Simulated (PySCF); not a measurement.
This PySCF input (PBE/def2-TZVPD) gives -189.90444 Eh with 144 basis functions.

```python
import numpy as np, basis_set_exchange as bse
from pyscf import gto, scf, dft, df

basis = {'C': gto.basis.parse(bse.get_basis('def2-TZVPD', elements=['C'], fmt='nwchem')), 'H': gto.basis.parse(bse.get_basis('def2-TZVPD', elements=['H'], fmt='nwchem')), 'O': gto.basis.parse(bse.get_basis('def2-TZVPD', elements=['O'], fmt='nwchem'))}
mol = gto.M(
    atom='''
    O    -1.05124578   -0.53895713   -0.04517009
    C     0.22159526    0.58565329    0.00865797
    O     1.25638181    0.13571604    0.12856953
    H    -0.77813459   -1.47076695   -0.15085754
    H    -0.30730441    1.53440276   -0.05254589
    H    -1.88522068   -0.35162684   -0.51573992
    ''',
    basis=basis,
    charge=1,
    verbose=4,
    max_memory=9888,
)
mf = dft.RKS(mol, xc='pbe')
mf.grids.level = 3
mf = mf.density_fit(auxbasis=df.autoaux(mol))
mf.conv_tol = 1e-9
mf.max_cycle = 100
print('smallest overlap eigenvalue', np.linalg.eigvalsh(mol.intor('int1e_ovlp'))[0])
mf.kernel()
dip = mf.dip_moment()
```

Change:
```diff
- basis = {'C': gto.basis.parse(bse.get_basis('def2-TZVPD', elements=['C'], fmt='nwchem')), 'H': gto.basis.parse(bse.get_basis('def2-TZVPD', elements=['H'], fmt='nwchem')), 'O': gto.basis.parse(bse.get_basis('def2-TZVPD', elements=['O'], fmt='nwchem'))}
+ basis = {'C': gto.basis.parse(bse.get_basis('cc-pVQZ', elements=['C'], fmt='nwchem')), 'H': gto.basis.parse(bse.get_basis('cc-pVQZ', elements=['H'], fmt='nwchem')), 'O': gto.basis.parse(bse.get_basis('cc-pVQZ', elements=['O'], fmt='nwchem'))}
```

### Question
What does the run give now?

### Answer
-189.91402 Eh (PBE/cc-pVQZ, 255 functions), a change of -9.58 mEh.
